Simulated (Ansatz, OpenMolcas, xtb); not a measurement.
## Loss of NH3: CH3NO → CO + NH3

Species: CH3NO (formamide) `NC=O`, singlet; CO (carbon monoxide), singlet; NH3 (ammonia) `N`, singlet. 

Shapes, held fixed at every level: PBE0-D4/def2-TZVP. Flexible molecules stand in one conformer, not always the lowest. Programs: Ansatz 0.2.0, OpenMolcas 26.06, xtb 6.7.1. The zero-point and thermal change to 298 K, harmonic and unscaled (PBE0-D4/def2-TZVP), is -9.6 kJ/mol.

**The experiment to reproduce.** Tabulated heats of formation (Active Thermochemical Tables, CRC Handbook of Chemistry and Physics): CH3NO -193.9 (CRC); CO -110.5 (ATcT); NH3 -45.6 (ATcT) kJ/mol, which give ΔH(298 K) = +37.8 kJ/mol.

| level | kind | ΔH (kJ/mol) | computed − measured |
| --- | --- | --- | --- |
| GFN1-xTB | semi-empirical | +167.4 | +129.6 |
| SPW92/def2-TZVPP | LDA | +139.2 | +101.4 |
| r2SCAN-D4/def2-TZVPP | meta-GGA | +75.4 | +37.6 |
| B3LYP/6-31G* (Cartesian functions) | global hybrid | +73.7 | +35.9 |
| r2SCAN0-D4/def2-TZVPP | global hybrid | +72.0 | +34.2 |
| wB97X-V/def2-TZVPP | range-separated hybrid | +52.6 | +14.8 |
| B2PLYP/def2-TZVPP | double hybrid | +42.0 | +4.2 |
| CCSD/def2-TZVPP | coupled cluster or CI | +20.9 | -16.9 |
| CCSD(T)/CBS estimate | coupled cluster or CI | +30.5 | -7.3 |

Nearest: B2PLYP/def2-TZVPP (+4.2); farthest: GFN1-xTB (+129.6). 2 of 9 levels lie within 10 kJ/mol. The CBS estimate extrapolates MP2 from def2-TZVPP and def2-QZVPP and adds CCSD(T) − MP2 in the triple-zeta set, cores frozen.
